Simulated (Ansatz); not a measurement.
**HCl+ (doublet): basis-set convergence**

An exercise on one series of results from a longer session: the logs are not shown, and one member is left open.

Program: Ansatz 0.2.0, Gaussian basis. Level of theory: one geometry, several basis sets. These are calculated values, not measurements.

Levels to be run: PBE0-D4/def2-SVP; ωB97M-V/def2-SVP; PBE0-D4/def2-QZVPP; ωB97M-V/def2-QZVPP; CCSD(T)/cc-pV(D+d)Z; CCSD(T)/cc-pV(T+d)Z; CCSD(T)/cc-pV(Q+d)Z; the functionals' def2-TZVPP values are taken from earlier runs.

## Structure used throughout

The geometry comes from an earlier relaxation with PBE0-D4 in a triple-zeta def2 set; it is a stationary point.

SMILES `[ClH+]`, 2 atoms, charge 1, spin multiplicity 2.

Atoms are counted from 1 here; the program's logs count them from 0.

Bond lengths: Cl1–H2 1.321 Å.

The first run:

The input, in.yaml:

```yaml
crystal:
  periodic: [false, false, false]
  atoms:
    - {symbol: Cl, position_ang: [0.564123, -0.184387, 0.290098]}
    - {symbol: H, position_ang: [-0.564123, 0.184387, -0.290098]}
basis:
  gaussian: {orbitals: def2-SVP}
total_charge: 1
magnetization: {spin_polarized: true, initial_magnetization: 1}
hamiltonian: {xc: pbe0, dispersion: d4}
output: {orbitals: {seedname: orbitals}}
```

Run with:

```bash
ansatz run in.yaml --threads 2 --pin off --events-out ev --progress --plain --max-ram 32768MiB --backend cpu
```

Among the steps run: PBE0-D4 in def2-SVP; ωB97M-V in def2-SVP; PBE0-D4 in def2-QZVPP; ωB97M-V in def2-QZVPP.

One table of the session follows, with a row left open; its other results are not shown here.

It belongs to the step «Functionals by basis». 

```
functional       basis  HOMO (eV)  LUMO (eV)
   PBE0-D4    def2-SVP     -19.36     -15.96
   PBE0-D4  def2-TZVPP     -19.34     -15.80
   PBE0-D4  def2-QZVPP     -19.34     -15.78
   ωB97M-V    def2-SVP     -21.73     -13.64
   ωB97M-V  def2-TZVPP          ?          ?
   ωB97M-V  def2-QZVPP     -21.70     -13.51
```

Estimate the missing values for ωB97M-V, def2-TZVPP.

As computed: HOMO (eV): -21.69; LUMO (eV): -13.51. In the column «HOMO (eV)» it lies between ωB97M-V, def2-QZVPP (-21.70) and PBE0-D4, def2-SVP (-19.36).
